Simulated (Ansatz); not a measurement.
## Several solutions for doublet CO(+)

```xyz
2

C     0.0000    0.0000    0.0000
O     0.0000    0.0000    2.2300
```

Basis set: 6-31G (spherical functions). Charge 1, multiplicity 2.

UHF was run from several starts with Ansatz (development build ahead of 0.2.0).

```json
{"run": "A", "program": "Ansatz", "start": "atomic start, no search", "converged": "yes", "energy (hartree)": "-111.93085", "<S²>": "0.75"}
{"run": "B", "program": "Ansatz", "start": "search for the lowest state", "converged": "yes", "energy (hartree)": "-112.09141", "<S²>": "1.88"}
{"run": "C", "program": "Ansatz", "start": "stability test followed", "converged": "yes", "energy (hartree)": "-112.04170", "<S²>": "1.75"}
```

(1) Which runs reached the lowest solution of this kind, and what is wrong with the others?

## Answers

(1) B reached the lowest solution found. Converged but too high: A by 4.37 eV, C by 1.35 eV. Convergence only shows a stationary point, and even a stable one can lie too high; stability tests and further starts are what find lower ones. Caution: the unrestricted determinant is a mixture of spin states.
